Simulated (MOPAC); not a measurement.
MOPAC input (PM6):

```
PM6 PRECISE GNORM=0.05 LET XYZ GEO-OK AUX(PRECISION=9) THREADS=1
C2H7N

C     1.21013508 1   -0.36745904 1   -0.00201603 1
C     0.00594134 1    0.57336340 1   -0.00022751 1
N    -1.30565618 1   -0.07401790 1    0.00235316 1
H     2.15083117 1    0.18965263 1   -0.00390203 1
H     1.20276946 1   -1.01094548 1    0.88157958 1
H     1.19962331 1   -1.01161389 1   -0.88509263 1
H     0.05020044 1    1.22835584 1   -0.87435923 1
H     0.05331264 1    1.22901704 1    0.87324517 1
H    -1.40535207 1   -0.67057564 1    0.81648160 1
H    -1.40825028 1   -0.67119137 1   -0.81096339 1
```

From the last part of the output:

```
                                                       MOPAC v23.2.5 Linux

          FINAL HEAT OF FORMATION =        -11.17119 KCAL/MOL =     -46.74027 KJ/MOL

          COSMO AREA              =         91.71 SQUARE ANGSTROMS
          COSMO VOLUME            =         74.04 CUBIC ANGSTROMS

          GRADIENT NORM           =          0.04826          =       0.01526 PER ATOM
          IONIZATION POTENTIAL    =          9.460197 EV
          HOMO LUMO ENERGIES (EV) =         -9.460  3.549
          NO. OF FILLED LEVELS    =         10
          MOLECULAR WEIGHT        =         45.0840         POINT GROUP:  Cs

          MOLECULAR DIMENSIONS (Angstroms)

            Atom       Atom       Distance
            H    10    H     4     3.76262
            H     8    H     6     3.09890
            H     5    H     7     2.77040

          SCF CALCULATIONS        =         21

   ATOM   CHEMICAL          X               Y               Z
  NUMBER   SYMBOL      (ANGSTROMS)     (ANGSTROMS)     (ANGSTROMS)

     1       C          1.20766407  *  -0.37143868  *  -0.00201810  *
     2       C          0.01243705  *   0.58565612  *  -0.00023598  *
     3       N         -1.31498874  *  -0.08337093  *   0.00238110  *
     4       H          2.15442809  *   0.18104970  *  -0.00390204  *
     5       H          1.21462548  *  -1.01824570  *   0.88191008  *
     6       H          1.21148522  *  -1.01890627  *  -0.88544005  *
     7       H          0.05651750  *   1.25287431  *  -0.89035524  *
     8       H          0.05968148  *   1.25353336  *   0.88917340  *
     9       H         -1.41489962  *  -0.68040581  *   0.81768161  *
    10       H         -1.41780663  *  -0.68103112  *  -0.81214647  *

                             CARTESIAN COORDINATES

   1    C        1.207664074    -0.371438682    -0.002018103
   2    C        0.012437051     0.585656119    -0.000235981
   3    N       -1.314988742    -0.083370930     0.002381104
   4    H        2.154428092     0.181049696    -0.003902039
   5    H        1.214625479    -1.018245700     0.881910078
   6    H        1.211485219    -1.018906268    -0.885440047
   7    H        0.056517496     1.252874311    -0.890355238
   8    H        0.059681476     1.253533364     0.889173405
   9    H       -1.414899616    -0.680405811     0.817681611
  10    H       -1.417806628    -0.681031118    -0.812146472

           Empirical Formula: C2 H7 N  =    10 atoms

      MOLECULAR POINT GROUP   :   Cs

                  EIGENVALUES
 -30.93711 -25.94042 -21.50041 -17.20248 -15.32773 -14.28825 -14.27149 -12.79568
 -11.86069  -9.46020   3.54873   4.10153   5.30537   5.53372   5.81193   5.96449
   6.36848   6.63146   7.04763

              NET ATOMIC CHARGES AND DIPOLE CONTRIBUTIONS

  ATOM NO.   TYPE          CHARGE      No. of ELECS.   s-Pop       p-Pop
    1          C          -0.527868        4.5279     1.09211     3.43575
    2          C          -0.095381        4.0954     1.08484     3.01054
    3          N          -0.519598        5.5196     1.60302     3.91658
    4          H           0.158714        0.8413     0.84129
    5          H           0.153577        0.8464     0.84642
    6          H           0.153575        0.8464     0.84642
    7          H           0.134919        0.8651     0.86508
    8          H           0.134915        0.8651     0.86508
    9          H           0.203571        0.7964     0.79643
   10          H           0.203576        0.7964     0.79642
 DIPOLE           X         Y         Z       TOTAL
 POINT-CHG.     0.952    -0.190    -0.002     0.971
 HYBRID         0.666    -1.072    -0.001     1.262
 SUM            1.618    -1.263    -0.002     2.052

          ATOMIC ORBITAL ELECTRON POPULATIONS

     Atom    s        px        py        pz
    1  C   1.09211   1.11560   1.14082   1.17934
    2  C   1.08484   0.85929   1.00289   1.14836
    3  N   1.60302   1.33136   1.40968   1.17554
    4  H   0.84129
    5  H   0.84642
    6  H   0.84642
    7  H   0.86508
    8  H   0.86508
    9  H   0.79643
   10  H   0.79642

 **********************
 *                    *
 * JOB ENDED NORMALLY *
 *                    *
 **********************

 == MOPAC DONE ==
```
